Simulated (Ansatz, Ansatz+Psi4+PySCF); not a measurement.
```xyz
12

C     0.0000    1.3953    0.0000
C     1.2083    0.6976    0.0000
C     1.2083   -0.6976    0.0000
C     0.0000   -1.3953    0.0000
C    -1.2083   -0.6976    0.0000
C    -1.2083    0.6976    0.0000
H     0.0000    2.4824    0.0000
H     2.1498    1.2412    0.0000
H     2.1498   -1.2412    0.0000
H     0.0000   -2.4824    0.0000
H    -2.1498   -1.2412    0.0000
H    -2.1498    1.2412    0.0000
```

Basis set: cc-pVTZ (spherical functions). Correlated methods keep 6 orbitals frozen. Charge 0, multiplicity 1.

Computed with Ansatz (development build ahead of 0.2.0); each method stands on the lowest determinant of its kind that the runs found. Restricted open shells among the atoms or ions are ROHF, correlated in semicanonical orbitals with singles.

The atomization energy at this shape (free ground-state atoms in the same class of orbitals less the molecule, no zero-point energy) of singlet C6H6:

```csv
method,atomization energy
RHF-MP2,59.33 eV
```

Q: What does RHF give?

A: 45.16 eV. Caution: unrestricted orbitals would lower the determinant.
